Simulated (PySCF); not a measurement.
Atom-mapped SMILES (the numbers label the heavy atoms): `[CH3:1]/[CH:2]=[CH:3]/[F:4]`. Hydrogens are named by the atom that carries them.

GIAO PBE0/pcSseg-1 shifts (PySCF 2.14.0 with density-fitted response routines, gas phase, non-relativistic, equivalent atoms averaged), each against references optimised in the same way as the molecule (TMS, CFCl3).

On the GFN2-xTB geometry: C3 158.8, C2 113.3, C1 13.6, F4 -124.8, H(C3) 6.83, H(C2) 5.62, H(C1) 1.70 ppm.

Problem. What changes on the PBE0-D3(BJ)/def2-SVP geometry?

Solution. 
```tsv
atoms	δ (ppm)	change
C3	158.2	-0.6
C2	112.1	-1.2
C1	12.9	-0.7
F4	-118.5	+6.3
H(C3)	6.63	-0.20
H(C2)	5.44	-0.18
H(C1)	1.63	-0.07
```

Unscaled 19F shifts against computed CFCl3 carry errors that often reach 10 to 50 ppm.

Bonds between heavy atoms that differ most (equivalent bonds averaged): C3–F4 1.347 → 1.332 Å, C2–C3 1.318 → 1.329 Å, C1–C2 1.489 → 1.492 Å. Mean change of bonds to hydrogen: C–H +0.014 Å.
